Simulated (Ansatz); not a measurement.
## AlFHO, SMILES [OH][Al][F]: a relaxed scan of one distance, step by step

Program: the Ansatz DFT code, driven from Python.

The cells in order, each with its output:

```python
import warnings

import ansatz as az
import numpy as np

GEOMETRY = '''
O    -0.73560    0.33420   -0.78270
Al   -0.20700   -0.39310    0.76570
F     1.31650   -1.30070    0.78340
H    -0.31850    1.29930   -0.78680
'''
```

```python
warnings.simplefilter('ignore', az.DeckWarning)
```

```python
geometry = az.Crystal.molecule()
for line in GEOMETRY.strip().splitlines():
    symbol, *xyz = line.split()
    geometry = geometry.atom(symbol, [float(v) for v in xyz])
```

```python
job = (
    geometry.calculation()
    .basis(gaussian='def2-SVP')
    .functional('pbe')
    .spin('collinear', total=1)
)
symbols = [site.symbol for site in geometry.cartesian_sites]
pairs = [(0, 1), (0, 3), (1, 2)]
print('held (A)   E (eV)        ', '  '.join(f'{symbols[i]}{i}-{symbols[j]}{j}' for i, j in pairs))
for length in [0.97, 1.05, 1.14, 1.26, 1.42]:
    r = job.relax(constraints=[az.DistanceConstraint((0, 3), at=length)], force_tolerance=0.02, max_steps=60).run(threads=1, backend='cpu').report
    xyz = np.array(r['positions_ang'])
    print(f'{length:6.2f} {r["free_energy_ev"]:14.5f}  ', '  '.join(f'{np.linalg.norm(xyz[i] - xyz[j]):.3f}' for i, j in pairs))
```

    held (A)   E (eV)         O0-Al1  O0-H3  Al1-F2
      0.97   -11364.85444   1.724  0.970  1.681
      1.05   -11364.73145   1.731  1.050  1.681
      1.14   -11364.38350   1.737  1.140  1.681
      1.26   -11363.76718   1.743  1.260  1.681
      1.42   -11362.94102   1.726  1.420  1.675

What to keep in mind:
- Total energies depend on the basis set; only differences at equal settings carry meaning.
- The energies are electronic: no zero-point or thermal terms, and the basis set is short of its limit.
- The species is open-shell (spin multiplicity 2).
- The script silences the warnings on its input, which a real study should read.
- Hardware and time: 88 s on 1 thread of Arm Neoverse V2, with other jobs on the host, peak memory 0.21 GiB.
